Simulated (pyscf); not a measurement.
**Four-centre exchange: `[BH2][PH2]` + `[SiH4]` → `[BH2][PH][SiH3]` + `[H][H]`**

Gas phase, singlet surface, charge 0. Bonds broken: P1–H3, Si7–H8. Bonds formed: P1–Si7, H3–H8. PySCF, gas phase, ωB97X-D3(BJ)/def2-SVP geometries.

Transition state (Å):

```xyz
11

P     -1.7149     1.1701     0.3229
B     -2.2650    -0.1934     1.4172
H     -0.8861    -0.1289    -0.8374
H     -2.8180     1.5837    -0.4701
H     -1.4083    -0.8458     1.9732
H     -3.4322    -0.4234     1.6248
Si     0.5523     0.9095    -0.9016
H     -0.2598    -0.5388    -1.3900
H      0.1893     2.1502    -1.6312
H      1.1208     0.8705     0.4678
H      1.6396     0.3029    -1.7593
```

One imaginary mode, 1294i cm⁻¹; descent along it reached the two sides named.

```csv
bond,change,reactant side (Å),saddle,product side
P1–H3,breaks,1.420,1.929,3.7
Si7–H8,breaks,1.491,1.731,4.0
P1–Si7,forms,3.7,2.590,2.234
H3–H8,forms,2.9,0.930,0.761
```

Electronic energies relative to the separated reactants (kJ/mol):

```csv
level,barrier,reaction energy,reverse barrier
ωB97X-D3(BJ)/def2-TZVP,249.0,-21.9,270.9
PBE/def2-TZVP,215.6,-12.6,228.3
r²SCAN/def2-TZVP,229.1,-13.9,243.0
B3LYP-D3(BJ)/def2-TZVP,246.8,-8.5,255.4
PBE0-D3(BJ)/def2-TZVP,225.7,-15.3,241.0
M06-2X/def2-TZVP,251.5,-11.5,263.0
ωB97M-D3(BJ)/def2-TZVP,255.7,-5.1,260.8
HF/def2-TZVP,349.3,+20.4,328.9
```

With ωB97M-D3(BJ)/def2-TZVP energies and thermal terms (ideal gas, 1 atm, RRHO with modes under 100 cm⁻¹ raised to 100, one conformer, R ln 2 for chiral ones without a mode under 150 cm⁻¹), in kJ/mol:

```tsv
T (K)	ΔH‡	ΔG‡	ΔH	ΔG
298	252.3	289.8	-10.0	-5.7
600	254.4	327.1	-4.3	-3.7
900	257.6	362.7	-0.4	-4.4
1200	260.9	397.2	+2.1	-6.1
```

At the saddle there is also a short H–Si contact that neither side keeps. This is the saddle that the search found; another between the same sides may lie lower.
